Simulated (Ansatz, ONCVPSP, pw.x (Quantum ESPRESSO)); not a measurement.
# What a changed setting does to a pw.x run (bcc Ga)

Potential: optimised norm-conserving Vanderbilt (ONCV), ONCVPSP 4.0.1, PBEsol; core [Ar], reference 3d10 4s2 4p1; waves: 4s: rc 1.55 bohr, ncon 3, nbas 7, qcut 4.5 1/bohr, 1 projector; 4p: rc 2.40 bohr, ncon 4, nbas 8, qcut 2.7 1/bohr, 2 projectors, debl 1.8 Ha; 3d: rc 1.35 bohr, ncon 4, nbas 8, qcut 13.3 1/bohr, 2 projectors, debl 3.6 Ha; f scattering state at 0.03 Ha: rc 2.55 bohr, ncon 5, nbas 9, qcut 4.2 1/bohr, 2 projectors, debl 1.8 Ha; local part: polynomial inside 1.15 bohr (lpopt 5, dvloc0 6 Ha); core correction: Teter function, fcfact 2.25, rcfact 1.45.

The reference run (k-mesh 14³, cutoffs 170/680 Ry, Fermi–Dirac 0.01 Ry, mixing_beta 0.4, conv_thr 1e-9, no spin) gives -0.70 GPa at 18.120 Å³/atom, where all-electron LAPW gives -0.58 GPa. This run, with its own iteration cap, changes degauss to 0.02.

```
&control
  calculation='scf', prefix='x', pseudo_dir='./', outdir='./tmp', tstress=.true., disk_io='none'
/
&system
  ibrav=0, nat=1, ntyp=1, ecutwfc=170, ecutrho=680, nbnd=14,
  occupations='smearing', smearing='fd', degauss=0.02
/
&electrons
  conv_thr=1e-09, mixing_beta=0.4, electron_maxstep=50
/
ATOMIC_SPECIES
Ga 1.0 Ga.UPF
CELL_PARAMETERS angstrom
  -1.65462431 1.65462431 1.65462431
  1.65462431 -1.65462431 1.65462431
  1.65462431 1.65462431 -1.65462431
ATOMIC_POSITIONS crystal
Ga 0.0000 0.0000 0.0000
K_POINTS automatic
14 14 14 0 0 0
```

```bash
pw.x < Ga.scf.in > Ga.scf.out
```

Problem. How does the run end?

Solution. It converges in 8 iterations; the free energy moves by -36.1 meV/atom and the pressure by +0.30 GPa. In a metal, with Fermi–Dirac smearing, F lies below its zero-width value by a term in the square of the width.

```
Message from routine setup:
     using ibrav=0 with symmetry is DISCOURAGED, use correct ibrav instead
     lattice parameter (alat)  =       5.4158  a.u.
     unit-cell volume          =     122.2798 (a.u.)^3
     number of electrons       =        13.00
     number of Kohn-Sham states=           14
     kinetic-energy cutoff     =     170.0000  Ry
     charge density cutoff     =     680.0000  Ry
     scf convergence threshold =      1.0E-09
     Exchange-correlation= PBESOL
     number of k points=   104  Fermi-Dirac smearing, width (Ry)=  0.0200
     iteration #  1     ecut=   170.00 Ry     beta= 0.40
     total energy              =    -156.75633876 Ry
     estimated scf accuracy    <       0.00752373 Ry
     iteration #  2     ecut=   170.00 Ry     beta= 0.40
     total energy              =    -156.75704044 Ry
     estimated scf accuracy    <       0.00083941 Ry
     iteration #  3     ecut=   170.00 Ry     beta= 0.40
     total energy              =    -156.75704617 Ry
     estimated scf accuracy    <       0.00017505 Ry
     iteration #  4     ecut=   170.00 Ry     beta= 0.40
     total energy              =    -156.75705544 Ry
     estimated scf accuracy    <       0.00000365 Ry
     iteration #  5     ecut=   170.00 Ry     beta= 0.40
     total energy              =    -156.75705615 Ry
     estimated scf accuracy    <       0.00000030 Ry
     iteration #  6     ecut=   170.00 Ry     beta= 0.40
     total energy              =    -156.75705619 Ry
     estimated scf accuracy    <          9.8E-09 Ry
     iteration #  7     ecut=   170.00 Ry     beta= 0.40
     total energy              =    -156.75705620 Ry
     estimated scf accuracy    <          2.1E-09 Ry
     iteration #  8     ecut=   170.00 Ry     beta= 0.40
     the Fermi energy is    10.3897 ev
!    total energy              =    -156.75705620 Ry
     estimated scf accuracy    <          1.4E-10 Ry
     smearing contrib. (-TS)   =      -0.00708416 Ry
     The total energy is F=E-TS. E is the sum of the following terms:
     one-electron contribution =     -78.34672370 Ry
     hartree contribution      =      52.44892748 Ry
     xc contribution           =     -32.50353627 Ry
     ewald contribution        =     -98.34863955 Ry
     convergence has been achieved in   8 iterations
          total   stress  (Ry/bohr**3)                   (kbar)     P=       -4.00
     Message from routine punch:
     Nothing written, as per user request (disk_io='none')
```

The run took about 2 min on one core of a shared host (Intel(R) Xeon(R) Processor @ 2.60GHz, 24 threads, 31 GiB, load 5).
